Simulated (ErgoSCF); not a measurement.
# C2H3N (SMILES C=C[N]) at 4 levels

Aim: a comparison of 4 runs (UHF/def2-SVP, UPBE0/6-31G**, UPBE0/def2-SVP, USVWN5/6-31G**) of C2H3N. 

Program for the calculation: ErgoSCF 3.8.

### 1 The structure to begin with

C2H3N has 6 atoms, charge 0, and is taken as a triplet. SMILES: `C=C[N]`. The shape is that of a GFN2-xTB optimisation.

Bond lengths: C1–C2 1.391 Å, C2–N3 1.261 Å, C1–H4 1.075 Å, C1–H5 1.074 Å, C2–H6 1.103 Å. Angles: C1–C2–N3 128.2°, C1–C2–H6 115.5°, N3–C2–H6 116.3°, C2–C1–H4 119.7°, C2–C1–H5 121.3°, H4–C1–H5 119.0°.

### 2 The energy at UHF/def2-SVP (run 1)

input.ego reads:

```
# C2H3N
set_nthreads("env")
molecule_inline Angstrom
C     -0.445500    -0.098960    -0.560660
C      0.413230     0.095320     0.516630
N      0.920770    -0.774650     1.274960
H     -0.747290    -1.095800    -0.827230
H     -0.816850     0.729400    -1.134860
H      0.675640     1.144680     0.731170
EOF
basis = "def2-SVP"
scf.output_mulliken_pop = 1
scf.use_diagonalization = 1
scf.max_number_of_iterations = 120
tmpdir = "."
spin_polarization = 2
run "HF"
```

The basis set def2-SVP is read from a file made from the Basis Set Exchange's data (not shown).

Run with:

```
$ ergo input.ego
```

Log:

```text
[...]
INSC SCF_general constructor, number of basis functions: 57
[...]
INSC Energy   1 =        -44.37773199935
[...]
INDE E_LUMO =          0.09653341229
[...]
INSC Energy  23 =       -131.76674901899  ( diff     -0.000000000002700 )
[...]
RESC CONVERGED after  23 iterations.
RESC FINAL ENERGY:       -131.76674901899
RESC FINAL <S2> =          2.22985855664
[...]
INSC SCF: dipole_moment_x [atomic units] =      -0.43805322
INSC SCF: dipole_moment_y [atomic units] =       0.58338916
INSC SCF: dipole_moment_z [atomic units] =      -0.63161197
[...]
```

Wall time 16 s (1 thread of Arm Neoverse V2, shared host); peak memory 0.26 GiB.

### 3 The energy at UPBE0/6-31G(d,p) (spherical functions) (run 2)

input.xyz reads:

```xyz
6
C2H3N
C     -0.445500    -0.098960    -0.560660
C      0.413230     0.095320     0.516630
N      0.920770    -0.774650     1.274960
H     -0.747290    -1.095800    -0.827230
H     -0.816850     0.729400    -1.134860
H      0.675640     1.144680     0.731170
```

ergo.in reads:

```
# C2H3N, PBE0
set_nthreads(1)
scf.use_diagonalization = 1
basis = "6-31G**"
scf.output_mulliken_pop = 1
tmpdir = "."
XC.radint = 1e-11
scf.max_number_of_iterations = 120
spin_polarization = 2
XC.angint = 41
XC.sparse_mode = 0
molecule "input.xyz"
run "PBE0"
```

The basis set 6-31G** is read from a file made from the Basis Set Exchange's data (not shown).

Run with:

```
$ ergo ergo.in
```

Log:

```text
[...]
INDF Weighted mixed functional:
[...]
INSC Energy   1 =        -45.95041142957
[...]
INDE E_LUMO =         -0.08897686879
[...]
INSC Energy  26 =       -132.49237524982  ( diff     -0.000000000001222 )
[...]
RESC CONVERGED after  26 iterations.
RESC FINAL ENERGY:       -132.49237524982
RESC FINAL <S2> =          2.04897120958
[...]
INSC SCF: dipole_moment_x [atomic units] =      -0.46390040
INSC SCF: dipole_moment_y [atomic units] =       0.59995707
INSC SCF: dipole_moment_z [atomic units] =      -0.66684279
[...]
```

Run time: 26 s. Hardware: 1 thread of Arm Neoverse V2, shared host; peak memory 0.26 GiB.

### 4 A single-point energy at UPBE0/def2-SVP (run 3)

run.inp reads:

```
set_nthreads(1)
XC.radint = 1e-11
XC.sparse_mode = 0
scf.max_number_of_iterations = 120
scf.use_diagonalization = 1
scf.output_mulliken_pop = 1
spin_polarization = 2
XC.angint = 41
tmpdir = "."
basis = "def2-SVP"
molecule_inline Angstrom
C     -0.445500    -0.098960    -0.560660
C      0.413230     0.095320     0.516630
N      0.920770    -0.774650     1.274960
H     -0.747290    -1.095800    -0.827230
H     -0.816850     0.729400    -1.134860
H      0.675640     1.144680     0.731170
EOF
run "PBE0"
```

The basis set def2-SVP is read from a file made from the Basis Set Exchange's data (not shown).

Run with:

```
$ ergo < run.inp
```

Log:

```text
[...]
INDF Weighted mixed functional:
[...]
INSC Energy   1 =        -48.87239834125
[...]
INDE E_LUMO =         -0.09589096291
[...]
INSC Energy  26 =       -132.39115305956  ( diff     -0.000000000001108 )
[...]
RESC CONVERGED after  26 iterations.
RESC FINAL ENERGY:       -132.39115305956
RESC FINAL <S2> =          2.04950714582
[...]
INSC SCF: dipole_moment_x [atomic units] =      -0.45273175
INSC SCF: dipole_moment_y [atomic units] =       0.59385651
INSC SCF: dipole_moment_z [atomic units] =      -0.65171816
[...]
```

Run time: 26 s. Hardware: 1 thread of Arm Neoverse V2, shared host; peak memory 0.26 GiB.

### 5 A single-point energy at USVWN5/6-31G(d,p) (spherical functions) (run 4)

input.xyz, as its differences from that of step 3:

```diff
@@ -1,3 +1,3 @@
 6
-C2H3N
+
 C     -0.445500    -0.098960    -0.560660
```

ergo.in reads:

```
set_nthreads(1)
molecule "input.xyz"
scf.use_diagonalization = 1
XC.angint = 41
spin_polarization = 2
XC.radint = 1e-11
XC.sparse_mode = 0
basis = "6-31G**"
tmpdir = "."
scf.output_mulliken_pop = 1
scf.max_number_of_iterations = 120
run "SVWN5"
```

The basis set 6-31G** is read from a file made from the Basis Set Exchange's data (not shown).

Run with:

```
$ ergo ergo.in
```

Log:

```text
[...]
INSC SCF_general constructor, number of basis functions: 57
[...]
INSC Energy   1 =        -46.88050035120
[...]
INDE E_LUMO =         -0.15163249164
[...]
INSC Energy  30 =       -131.44955249446  ( diff     -0.000000000000540 )
[...]
RESC CONVERGED after  30 iterations.
RESC FINAL ENERGY:       -131.44955249446
RESC FINAL <S2> =          2.01284277821
[...]
INSC SCF: dipole_moment_x [atomic units] =      -0.46307256
INSC SCF: dipole_moment_y [atomic units] =       0.61350009
INSC SCF: dipole_moment_z [atomic units] =      -0.66739906
[...]
```

It took 13 s on 1 thread of Arm Neoverse V2, shared host; peak memory 0.26 GiB.

### 6 Overview of the runs

```
run                                 level  integration grid  radint  energy (Eh)  dipole moment (D)   ⟨S²⟩  wall time
  1                          UHF/def2-SVP                 –       –  -131.766749               2.45  2.230       16 s
  2   UPBE0/6-31G** (spherical functions)             Turbo   1e-11  -132.492375               2.57  2.049       26 s
  3                        UPBE0/def2-SVP             Turbo   1e-11  -132.391153               2.52  2.050       26 s
  4  USVWN5/6-31G** (spherical functions)             Turbo   1e-11  -131.449552               2.59  2.013       13 s
```

### 7 Results

```
            quantity          value
 run 4: total energy  -131.44955 Eh
run 4: dipole moment         2.59 D
         run 4: ⟨S²⟩          2.013
```

The dipole moment (its size) runs from 2.45 D (UHF/def2-SVP) to 2.59 D (USVWN5/6-31G**). The two ends differ in method and basis. Totals of different functionals can't be ranked against each other. Spin contamination of the reference: run 1 ⟨S²⟩ = 2.23. All runs together took 82 s, the longest 26 s.
